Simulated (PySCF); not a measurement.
Gas-phase reaction: 2 HCN + C4H10 (n-butane) ⇌ 2 N + 3 C2H4

Computed with PySCF and rigid-rotor harmonic-oscillator thermochemistry at 1 bar. Table values come from the NASA 1993 polynomials. † marks an energy on the PBE0/def2-TZVP geometry and frequencies; other levels use their own. CCSD(T) freezes the core. 6-31G* has spherical d functions here. Open shells (unrestricted): N (multiplicity 4); the rest are closed-shell singlets. CCSD(T) isn't extrapolated to the basis-set limit.

Levels: a) HF/6-31G*; b) PBE0/def2-SVP†; c) CCSD(T)/def2-SVP†; d) PBE/def2-SVP; e) LDA/def2-TZVP†.

**Question.** Order the levels by the distance of their ΔH°(298 K) from the table for this reaction, closest first.

**Answer.** b (+13 kJ), c (-65 kJ), d (+88 kJ), e (+216 kJ), a (-505 kJ)

The table gives 959 kJ. The order holds for this reaction alone, and for the 1993 entries, some of which have been revised since.
